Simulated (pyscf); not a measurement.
PySCF, gas phase, ωB97X-D3(BJ)/def2-SVP geometries.

Question: For the elementary gas-phase step HO–Sb(OH)–OH + hydrogen chloride (HCl) → HO–Sb(OH)–Cl + water (H₂O) (singlet surface; O–Sb, Cl–H broken, Cl–Sb, H–O formed), what barrier and reaction energy does ωB97M-D3(BJ)/def2-TZVP give, measured from the separated reactants?

Answer: ΔE‡ = -0.20 eV, ΔE = -0.52 eV. Zero-point energy shifts the barrier by +0.05 eV. It is a four-centre exchange, with an imaginary mode of 440i cm⁻¹. On the reactant side the descent ends in a bound adduct, 0.37 eV under the separated species and 0.09 eV under the saddle at ωB97X-D3(BJ)/def2-TZVP. On the product side the descent ends in a bound adduct (not fully relaxed), 0.44 eV under the separated species and 0.79 eV under the saddle at ωB97X-D3(BJ)/def2-TZVP. At ωB97M-D3(BJ) the saddle lies under the separated reactants, which points to a path from their complex (located at ωB97X-D3(BJ) alone). This is the saddle that the search found; another between the same sides may lie lower. Elements past Kr carry the def2 core potentials, without spin-orbit coupling.
